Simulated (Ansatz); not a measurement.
Input file:

```yaml
crystal:
  periodic: [false, false, false]
  atoms:
    - {symbol: Ga, position_ang: [0.000000, 0.000000, 0.000000]}
    - {symbol: H, position_ang: [0.000000, 0.000000, 1.854000]}
basis:
  gaussian: {orbitals: aug-cc-pVDZ}
total_charge: -1
magnetization: {spin_polarized: false, initial_magnetization: 1}
correlation: {method: fic_mrcisd_q, electrons: outside_noble_gas, active_space: {window: {electrons: 3, orbitals: 3}}}
```

```sh
$ ansatz run in.yaml --threads 1 --pin off --events-out ev --progress --plain --max-ram 2393MiB
```

(1) Roughly how long does this take on 1 thread of Arm Neoverse V2, shared host, and how much host memory?

```
493 factors; integrals over basis functions are off by at most 4.3e-4 eV
mean field evaluation 1: about -52347.0227 eV, gradient 9.5e0 eV
mean field evaluation 2: about -52347.0236 eV, gradient 9.5e0 eV
mean field evaluation 4: about -52347.9777 eV, gradient 1.2e0 eV
mean field evaluation 8: about -52348.0228 eV, gradient 8.6e-3 eV
mean field evaluation 16: about -52345.2354 eV, gradient 3.9e-1 eV
mean field evaluation 32: about -52348.0228 eV, gradient 4.5e-6 eV
mean field evaluation 64: about -52345.4690 eV, gradient 1.5e0 eV
mean field evaluation 96: about -52347.2600 eV, gradient 3.2e-1 eV
mean field -52348.02276063 eV, -1923.7543536889 hartree, gradient 2.4e-6 eV, S^2 0.750000; 15 other end points of the search recorded, 0 dependent functions left out
reference -52348.02276063 eV, -1923.7543536889 hartree; 17, 16 occupied and 28, 29 virtual orbitals, 493 factors
state -52348.46663575 eV, -1923.7706657988 hartree
contracted CI cycle   1: correlation 0.00000000 eV, 0.0000000000 hartree, residual 7.67e0 eV
contracted CI cycle   2: correlation -1.71857976 eV, -0.0631566412 hartree, residual 1.71e0 eV
contracted CI cycle   3: correlation -1.81743492 eV, -0.0667895014 hartree, residual 6.89e-1 eV
contracted CI cycle   4: correlation -1.83203958 eV, -0.0673262129 hartree, residual 2.90e-1 eV
contracted CI cycle   5: correlation -1.83453792 eV, -0.0674180251 hartree, residual 1.20e-1 eV
contracted CI cycle   6: correlation -1.83503895 eV, -0.0674364376 hartree, residual 5.44e-2 eV
contracted CI cycle   7: correlation -1.83513091 eV, -0.0674398171 hartree, residual 2.37e-2 eV
contracted CI cycle   8: correlation -1.83514771 eV, -0.0674404343 hartree, residual 8.94e-3 eV
contracted CI cycle   9: correlation -1.83515044 eV, -0.0674405349 hartree, residual 3.55e-3 eV
contracted CI cycle  10: correlation -1.83515087 eV, -0.0674405507 hartree, residual 1.33e-3 eV
contracted CI cycle  11: correlation -1.83515093 eV, -0.0674405527 hartree, residual 4.77e-4 eV
state -52348.46663575 eV, -1923.7706657988 hartree; corrected -52350.45057034 eV, -1923.8435740503 hartree
Total energy: -52350.45057034 eV, -1923.8435740503 hartree
```

Natural occupations: 1.9642 1.0000 0.0358.

For the same geometry and basis full CI lies 35.8 meV higher.

Answers

(1) 2.4 s wall and 0.09 GiB.
